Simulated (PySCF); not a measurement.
## Potential energy of LiF⁻ along the bond

Set-up: Li aug-cc-pVDZ-DK, F aug-cc-pVDZ-DK; spin-free X2C with a Gaussian nucleus (PySCF 2.14). Energies in eV from Li + F⁻ in their ground configurations at the same level. State: ²Σ⁺ (doublet), unpaired electrons σ ↑.

```
R (Å)  r²SCAN    TPSS
1.410  -2.381  -2.304
1.476  -2.637  -2.558
1.542  -2.783  -2.703
1.591  -2.837  -2.758
1.640  -2.856  -2.778
1.689  -2.847  -2.771
1.755  -2.802  -2.730
1.837  -2.712  -2.645
1.935  -2.573  -2.513
2.066  -2.364  -2.313
```

Task: Put a parabola through the three lowest points of the r²SCAN curve and estimate Re, k and ωe (reduced mass 5.124 u; 1 eV/Å² = 0.16022 mdyn/Å; ωe = 1302.8·√(k/μ) cm⁻¹).

Result: Through R = 1.591, 1.64, 1.689 Å the second-order coefficient is 5.83 eV/Å², so Re ≈ 1.649 Å, k ≈ 1.87 mdyn/Å and ωe ≈ 787 cm⁻¹. A polynomial fit of higher order to the unrounded r²SCAN energies gives Re = 1.646 Å, k = 1.76 mdyn/Å, ωe = 764 cm⁻¹; anharmonicity and rounding make the difference.

The higher-order fit for each curve: r²SCAN: Re = 1.646 Å, ωe = 764 cm⁻¹, De = 2.86 eV; TPSS: Re = 1.650 Å, ωe = 747 cm⁻¹, De = 2.78 eV.

For an ion De counts to the pair picked by the measured ionisation energies or electron affinities, which need not be the lowest pair at this level. Counting both spins, an empty level lies below a filled one in some of these solutions, because spin and occupation are held. The highest Kohn–Sham level is positive in this anion. Much of that is self-interaction error, but it also means that the finite basis helps to hold the extra electron. The state was picked by a PBE0 search and need not be the measured ground state.
